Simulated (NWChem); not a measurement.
# CH3F (fluoromethane) at 6 levels

We compute a comparison of 6 runs (HF/STO-3G, HF/def2-SVP, HF/def2-TZVPP, B3LYP/6-31G*, PBE0/def2-SVP, BP86/def2-TZVP) of CH3F (fluoromethane). 

The calculation is run with NWChem 7.3.0.

**1. The system as given**

The species is CH3F (5 atoms), meant as a singlet with charge 0. SMILES: `CF`. The coordinates come from a PBE0-D4/def2-TZVP relaxation.

Bond lengths: C1–F2 1.376 Å, C1–H3 1.092 Å, C1–H4 1.092 Å, C1–H5 1.092 Å. Angles: F2–C1–H3 109.1°, F2–C1–H4 109.1°, F2–C1–H5 109.1°, H3–C1–H4 109.9°, H3–C1–H5 109.9°, H4–C1–H5 109.9°.

**2. Energy and forces at HF/STO-3G (run 1)**

a.xyz

```xyz
5

C     -0.050700     0.032900     0.007800
F      1.094100    -0.710500    -0.168600
H     -0.918700    -0.626900    -0.058000
H     -0.104800     0.796000    -0.772000
H     -0.019800     0.508500     0.990700
```

run.py

```python
from ase.io import read
from ase.calculators.nwchem import NWChem

system = read('a.xyz')

calc = NWChem(
    label='a',
    theory='scf',
    memory='2200 mb',
    basis='STO-3G',
    basispar='spherical bse',
    scf={'nopen': '0', 'rhf': None, 'thresh': '1e-08', 'maxiter': '80'},
)
system.calc = calc

forces = system.get_forces()
e = system.get_potential_energy()
print(f"E = {e:.6f} eV")
print("forces (eV/A):")
for s, f in zip(system.symbols, forces):
    print(f"{s:2s} {f[0]:10.5f} {f[1]:10.5f} {f[2]:10.5f}")
print("dipole (e A):", system.get_dipole_moment().round(4))
```

Command:

```bash
export ASE_NWCHEM_COMMAND="nwchem PREFIX.nwi > PREFIX.nwo"
python run.py
```

The program printed:

```text
E = -3732.542731 eV
forces (eV/A):
C     0.30694   -0.19396   -0.04813
F     0.59285   -0.38495   -0.09158
H    -0.34700    0.12460    0.03733
H    -0.27943    0.23793   -0.01825
H    -0.27336    0.21644    0.12064
dipole (e A): [-0.1989  0.1292  0.0307]
```

The calculator wrote a.nwi:

```
title "a"

permanent_dir a

scratch_dir a

start a

geometry units angstrom nocenter noautosym noautoz
  C  -5.0700000000000002e-02 3.2899999999999999e-02 7.7999999999999996e-03
  F  1.0941000000000001e+00 -7.1050000000000002e-01 -1.6860000000000000e-01
  H  -9.1869999999999996e-01 -6.2690000000000001e-01 -5.8000000000000003e-02
  H  -1.0480000000000000e-01 7.9600000000000004e-01 -7.7200000000000002e-01
  H  -1.9800000000000002e-02 5.0849999999999995e-01 9.9070000000000003e-01
end

memory 2200 mb

basis spherical bse noprint
   * library STO-3G
end

scf
  nopen 0
  rhf
  thresh 1e-08
  maxiter 80
end

task scf gradient
```

a.nwo:

```text
Northwest Computational Chemistry Package (NWChem) 7.3.0
             --------------------------------------------------------

           Job information
           ---------------

    nwchem branch   = 7.3.0
    use scalapack   = T
    input           = a.nwi
    prefix          = a.
    data base       = a/a.db
    status          = startup
    nproc           =        1

           Memory information
           ------------------

    heap     =     72089598 doubles =      550.0 Mbytes
    stack    =     72089595 doubles =      550.0 Mbytes
    global   =    144179200 doubles =     1100.0 Mbytes (distinct from heap & stack)
    total    =    288358393 doubles =     2200.0 Mbytes
    verify   = yes
    hardfail = no

[... 127 lines left out ...]
 Convergence threshold     :          1.000E-08
[... 12 lines left out ...]
       Final RHF  results
[... 3 lines left out ...]
      One-electron energy =   -265.264198021220
[... 1 line left out ...]
 Nuclear repulsion energy =     37.451252768295
[... 21 lines left out ...]
                       ROHF Final Molecular Orbital Analysis
[... 141 lines left out ...]
    atom               coordinates                        gradient
                 x          y          z           x          y          z
   1 C      -0.095809   0.062172   0.014740   -0.005969   0.003772   0.000936
   2 F       2.067549  -1.342650  -0.318608   -0.011529   0.007486   0.001781
   3 H      -1.736091  -1.184669  -0.109604    0.006748  -0.002423  -0.000726
   4 H      -0.198043   1.504222  -1.458868    0.005434  -0.004627   0.000355
   5 H      -0.037417   0.960926   1.872152    0.005316  -0.004209  -0.002346

                 ----------------------------------------
                 |  Time  |  1-e(secs)   |  2-e(secs)   |
                 ----------------------------------------
                 |  CPU   |       0.00   |       0.02   |
                 ----------------------------------------
                 |  WALL  |       0.00   |       0.02   |
                 ----------------------------------------

 Task  times  cpu:        0.1s     wall:        0.1s
 Total times  cpu:        0.1s     wall:        0.1s
```

Run time: 1 s. Hardware: 1 thread of AMD EPYC 9R45 (Zen 5), shared host; peak memory 0.1 GiB.

**3. Energy and gradient at HF/def2-SVP (run 2)**

calc.nw

```
START calc
TITLE "CH3F gradient"
memory total 2200 mb
charge 0

GEOMETRY units angstrom noautosym nocenter noautoz
  C       -0.050700       0.032900       0.007800
  F        1.094100      -0.710500      -0.168600
  H       -0.918700      -0.626900      -0.058000
  H       -0.104800       0.796000      -0.772000
  H       -0.019800       0.508500       0.990700
END

BASIS spherical bse
  C library def2-SVP
  F library def2-SVP
  H library def2-SVP
END

SCF
  thresh 1e-08
  maxiter 80
  noprint "final vectors analysis"
END

TASK scf gradient
```

Command:

```bash
nwchem calc.nw > calc.out
```

The program printed:

```text
[...]
  functions       =    43
[...]
  wavefunction    = RHF
[...]
         Total SCF energy =   -138.929548548199
      One-electron energy =   -266.400445006738
      Two-electron energy =     90.019643690244
 Nuclear repulsion energy =     37.451252768295
        Time for solution =      0.6s
[...]
                         RHF ENERGY GRADIENTS
    atom               coordinates                        gradient
                 x          y          z           x          y          z
   1 C      -0.095809   0.062172   0.014740   -0.010760   0.006906   0.001669
   2 F       2.067549  -1.342650  -0.318608    0.013585  -0.008822  -0.002089
   3 H      -1.736091  -1.184669  -0.109604   -0.002375  -0.001529  -0.000139
   4 H      -0.198043   1.504222  -1.458868   -0.000339   0.002099  -0.001980
   5 H      -0.037417   0.960926   1.872152   -0.000112   0.001345   0.002539
[...]
```

It took 1.4 s on 1 thread of AMD EPYC 9R45 (Zen 5), shared host; peak memory 0.1 GiB.

Runs 3 to 4 aren't shown in full; the table further down has their settings and results.

**4. Energy and forces at PBE0/def2-SVP (run 5)**

run.py

```python
from ase import Atoms
from ase.calculators.nwchem import NWChem

atoms = Atoms(['C', 'F', 'H', 'H', 'H'], positions=[
    [-0.050700, 0.032900, 0.007800],
    [1.094100, -0.710500, -0.168600],
    [-0.918700, -0.626900, -0.058000],
    [-0.104800, 0.796000, -0.772000],
    [-0.019800, 0.508500, 0.990700],
])

calc = NWChem(
    label='ch3f',
    theory='dft',
    memory='2200 mb',
    basis='def2-SVP',
    basispar='spherical bse',
    dft={'xc': 'pbe0', 'mult': '1', 'grid': 'xfine', 'convergence': 'energy 1e-08', 'iterations': '100', 'mulliken': None},
)
atoms.calc = calc

forces = atoms.get_forces()
e = atoms.get_potential_energy()
print(f"E = {e:.6f} eV")
print("forces (eV/A):")
for s, f in zip(atoms.symbols, forces):
    print(f"{s:2s} {f[0]:10.5f} {f[1]:10.5f} {f[2]:10.5f}")
print("dipole (e A):", atoms.get_dipole_moment().round(4))
```

Command:

```bash
export ASE_NWCHEM_COMMAND="nwchem PREFIX.nwi > PREFIX.nwo"
python run.py
```

The program printed:

```text
E = -3795.520176 eV
forces (eV/A):
C     0.73688   -0.47452   -0.11411
F    -0.25068    0.16275    0.03846
H    -0.31841   -0.12820   -0.00540
H    -0.09523    0.25850   -0.19839
H    -0.07261    0.18147    0.27943
dipole (e A): [-0.3134  0.2035  0.0483]
```

The calculator wrote ch3f.nwi:

```
title "ch3f"

permanent_dir ch3f

scratch_dir ch3f

start ch3f

geometry units angstrom nocenter noautosym noautoz
  C  -5.0700000000000002e-02 3.2899999999999999e-02 7.7999999999999996e-03
  F  1.0941000000000001e+00 -7.1050000000000002e-01 -1.6860000000000000e-01
  H  -9.1869999999999996e-01 -6.2690000000000001e-01 -5.8000000000000003e-02
  H  -1.0480000000000000e-01 7.9600000000000004e-01 -7.7200000000000002e-01
  H  -1.9800000000000002e-02 5.0849999999999995e-01 9.9070000000000003e-01
end

memory 2200 mb

basis spherical bse noprint
   * library def2-SVP
end

dft
  xc pbe0
  mult 1
  grid xfine
  convergence energy 1e-08
  iterations 100
  mulliken
end

task dft gradient
```

ch3f.nwo:

```text
Northwest Computational Chemistry Package (NWChem) 7.3.0
             --------------------------------------------------------

           Job information
           ---------------

    nwchem branch   = 7.3.0
    use scalapack   = T
    input           = ch3f.nwi
    prefix          = ch3f.
    data base       = ch3f/ch3f.db
    status          = startup
    nproc           =        1

           Memory information
           ------------------

    heap     =     72089596 doubles =      550.0 Mbytes
    stack    =     72089601 doubles =      550.0 Mbytes
    global   =    144179200 doubles =     1100.0 Mbytes (distinct from heap & stack)
    total    =    288358397 doubles =     2200.0 Mbytes
    verify   = yes
    hardfail = no

[... 98 lines left out ...]
  convergence criterion.
[... 39 lines left out ...]
          Spatial weights used:  Erf1
[... 76 lines left out ...]
         Total DFT energy =     -139.482794919191
[... 3 lines left out ...]
 Nuclear repulsion energy =       37.451252768295
[... 375 lines left out ...]
          Convergence on gradient requested:  5.00D-04
[... 26 lines left out ...]
          total energy or number of iterations.
[... 28 lines left out ...]
    atom               coordinates                        gradient
                 x          y          z           x          y          z
   1 C      -0.095809   0.062172   0.014740   -0.014330   0.009228   0.002219
   2 F       2.067549  -1.342650  -0.318608    0.004875  -0.003165  -0.000748
   3 H      -1.736091  -1.184669  -0.109604    0.006192   0.002493   0.000105
   4 H      -0.198043   1.504222  -1.458868    0.001852  -0.005027   0.003858
   5 H      -0.037417   0.960926   1.872152    0.001412  -0.003529  -0.005434

                 ----------------------------------------
                 |  Time  |  1-e(secs)   |  2-e(secs)   |
                 ----------------------------------------
                 |  CPU   |       0.00   |       0.16   |
                 ----------------------------------------
                 |  WALL  |       0.00   |       0.16   |
                 ----------------------------------------

 Task  times  cpu:        3.4s     wall:        3.4s
 Total times  cpu:        3.4s     wall:        3.4s
```

It took 4.5 s on 1 thread of AMD EPYC 9R45 (Zen 5), shared host; peak memory 0.13 GiB.

**5. Energy and forces at BP86/def2-TZVP (run 6)**

sp.nw

```
START sp
memory total 2200 mb
GEOMETRY units angstroms noautosym nocenter noautoz
  C       -0.050700       0.032900       0.007800
  F        1.094100      -0.710500      -0.168600
  H       -0.918700      -0.626900      -0.058000
  H       -0.104800       0.796000      -0.772000
  H       -0.019800       0.508500       0.990700
END
BASIS spherical bse
  * library def2-TZVP
END
DFT
  xc becke88 perdew86
  grid xfine
  convergence energy 1e-08
  iterations 100
  mulliken
  noprint "final vectors analysis"
END
TASK dft gradient
```

Command:

```bash
nwchem sp.nw > sp.out
```

The program printed:

```text
[...]
          Wavefunction type:  closed shell.
          No. of atoms     :     5
          No. of electrons :    18
[...]
          Charge           :     0
          Spin multiplicity:     1
[...]
          AO basis - number of functions:    80
[...]
              XC Information
              --------------
                    Becke 1988 Exchange Functional  1.000
                Perdew 1981 Correlation Functional  1.000 local
                Perdew 1986 Correlation Functional  1.000 non-local
[...]
 d= 0,ls=0.0,diis     1   -139.7521454067 -1.77D+02  9.42D-03  6.06D-01     1.0
[...]
 d= 0,ls=0.0,diis     8   -139.7997660722  8.18D-09  2.12D-06  2.82D-07     7.2
         Total DFT energy =     -139.799766072184
      One electron energy =     -266.617497710555
           Coulomb energy =      106.369243258566
    Exchange-Corr. energy =      -17.002764388489
 Nuclear repulsion energy =       37.451252768295
[...]
      Total Density - Mulliken Population Analysis
     ---------------------------------------------
    Atom       Charge   Shell Charges
 -----------   ------   -------------------------------------------------------
    1 C    6     6.10   0.86  1.12  0.53  0.63  0.13  1.30  1.14  0.29  0.03  0.07  0.01
    2 F    9     9.23   0.77  1.19  0.62  0.96  0.38  2.29  2.07  0.93  0.00  0.01  0.00
    3 H    1     0.89   0.28  0.49  0.11  0.02
    4 H    1     0.89   0.28  0.49  0.11  0.02
    5 H    1     0.89   0.28  0.49  0.11  0.02
[...]
  wavefunction    = closed shell
                         DFT ENERGY GRADIENTS
    atom               coordinates                        gradient
                 x          y          z           x          y          z
   1 C      -0.095809   0.062172   0.014740    0.006315  -0.004171  -0.000964
   2 F       2.067549  -1.342650  -0.318608   -0.012438   0.008077   0.001920
   3 H      -1.736091  -1.184669  -0.109604    0.004969   0.003047   0.000254
   4 H      -0.198043   1.504222  -1.458868    0.000789  -0.004199   0.003871
   5 H      -0.037417   0.960926   1.872152    0.000365  -0.002754  -0.005082
[...]
```

Wall time 11 s (1 thread of AMD EPYC 9R45 (Zen 5), shared host); peak memory 0.14 GiB.

**6. Overview of the runs**

```tsv
run	level	iteration cap	module	energy (Eh)	dipole moment (D)	largest force (eV/Å)	wall time
1	HF/STO-3G	80	scf	-137.168416	1.15	0.713	1 s
2	HF/def2-SVP	80	scf	-138.929549	2.14	0.840	1.4 s
3	HF/def2-TZVPP	80	scf	-139.102218	2.02	0.722	12 s
4	B3LYP/6-31G* (spherical functions)	100	dft	-139.731824	–	0.338	3.9 s
5	PBE0/def2-SVP	100	dft	-139.482795	1.81	0.884	4.5 s
6	BP86/def2-TZVP	100	dft	-139.799766	1.70	0.769	11 s
```

**7. Results**

| quantity | value |
| --- | --- |
| run 6: total energy | -139.79977 Eh |
| run 6: dipole moment | 1.70 D |
| run 6: largest force on an atom | 0.769 eV/Å |

What this shows: Over runs 1, 2, 3, 5, 6 the dipole moment (its size) runs from 1.15 D (HF/STO-3G) to 2.14 D (HF/def2-SVP). Over runs 1, 3, 5 the HOMO–LUMO gap runs from 11.80 eV (PBE0/def2-SVP) to 27.60 eV (HF/STO-3G). The two ends differ in method and basis. Totals of different functionals can't be ranked against each other. In run 1 the basis is minimal, so the values are rough. All runs together took 34 s, the longest 12 s.
